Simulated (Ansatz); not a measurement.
Ansatz (a quantum-chemistry and plane-wave program) input (PBE-QIDH/def2-TZVPD):

Ansatz 0.2 input:
```yaml
crystal:
  periodic: [false, false, false]
  atoms:
    - {symbol: C, position_ang: [-0.12819188, -1.79855064, -0.02279421]}
    - {symbol: C, position_ang: [0.14036256, -0.52663028, -0.01391446]}
    - {symbol: C, position_ang: [0.04067635, 0.80462693, 0.01087614]}
    - {symbol: H, position_ang: [-1.15297079, -2.16660009, 0.01318024]}
    - {symbol: H, position_ang: [0.65584793, -2.54974214, -0.06640254]}
    - {symbol: N, position_ang: [0.02572010, 1.97709517, 0.02974534]}
basis:
  gaussian:
    orbitals: def2-TZVPD
hamiltonian:
  xc: {name: PBE-QIDH}
magnetization: {spin_polarized: true, initial_magnetization: 1}
correlation: {electrons: outside_noble_gas}
```

Output:

```
Functional definition: PBE-QIDH
integrals: 0.22 GiB planned
1080 factors; integrals over basis functions are off by at most 1.1e-3 eV
mean field: 0.95 GiB planned
mean field evaluation 1: about -4615.9151 eV, gradient 2.3e1 eV
mean field evaluation 2: about -4616.0243 eV, gradient 2.3e1 eV
mean field evaluation 4: about -4618.6080 eV, gradient 6.1e0 eV
mean field evaluation 8: about -4618.8539 eV, gradient 8.1e-1 eV
mean field evaluation 16: about -4618.9300 eV, gradient 1.2e-1 eV
mean field evaluation 32: about -4618.9314 eV, gradient 2.5e-5 eV
mean field -4618.93135771 eV, -169.7425965718 hartree, gradient 5.1e-6 eV, S^2 0.984690; 2 other end points of the search recorded, 0 dependent functions left out
4 core orbitals not correlated
reference -4618.93136867 eV, -169.7425969746 hartree; 10, 9 occupied and 152, 153 virtual orbitals, 1080 factors
second order -18.54114886 eV of doubles, -0.00000000 eV of singles
Total energy: -4625.11175163 eV, -169.9697218589 hartree
```

It need not be the lowest isomer of its formula.

The determinant is spin-contaminated: <S^2> is 0.98 against 0.75 for a pure state.
